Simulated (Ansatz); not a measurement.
**Worked example: H2N–PH2, triplet against H₂N–PH₂, singlet**

Geometry (PBE0/def2-TZVP stationary point of a singlet), kept for both states (H2N–PH2, singlet: A'; H2N–PH2, triplet: A'):

```yaml
atoms:
  - { symbol: N, position_ang: [-0.1717, 0.0000, 1.1589] }
  - { symbol: P, position_ang: [0.1133, 0.0000, -0.5688] }
  - { symbol: H, position_ang: [0.2780, -0.8098, 1.5725] }
  - { symbol: H, position_ang: [0.2780, 0.8098, 1.5725] }
  - { symbol: H, position_ang: [-0.8268, -1.0214, -0.8848] }
  - { symbol: H, position_ang: [-0.8268, 1.0214, -0.8848] }
```

Basis cc-pVTZ; Ansatz 0.2.0. Only valence electrons are correlated (noble-gas cores frozen). R marks a restricted (for open shells ROHF) determinant, U an unrestricted one.

Full CI isn't at hand for all of this; UCCSDT(Q) serves as the reference, and is uncertain by the last step of the cluster series or more.

```
    level  E(H2N–PH2, singlet) (hartree)  E(H2N–PH2, triplet) (hartree)
      UHF                    -397.540484                    -397.383371
     UMP2                    -397.919121                    -397.754255
 UCCSD(T)                    -397.964867                    -397.802133
      PBE                    -398.299070                    -398.153990
    B3LYP                    -398.556115                    -398.402396
UCCSDT(Q)                    -397.966368                    -397.804528
```

Give the vertical gap, H2N–PH2 triplet less H2N–PH2 singlet, at each level in eV (1 hartree = 27.2114 eV), and each error against UCCSDT(Q).

UCCSDT(Q): (-397.804528 − (-397.966368)) × 27.2114 = 4.404 eV (the reference)
B3LYP: (-398.402396 − (-398.556115)) × 27.2114 = 4.183 eV, error -0.221 eV
PBE: (-398.153990 − (-398.299070)) × 27.2114 = 3.948 eV, error -0.456 eV
UCCSD(T): (-397.802133 − (-397.964867)) × 27.2114 = 4.428 eV, error 0.024 eV
UMP2: (-397.754255 − (-397.919121)) × 27.2114 = 4.486 eV, error 0.082 eV
UHF: (-397.383371 − (-397.540484)) × 27.2114 = 4.275 eV, error -0.129 eV

Total energies of functionals can't be set beside those of wave-function methods, since they hold the core's correlation and their own absolute errors; only the differences compare.

Each level lands on the state that its own search finds. T1 diagnostics of restricted CCSD: 0.012 and 0.040.
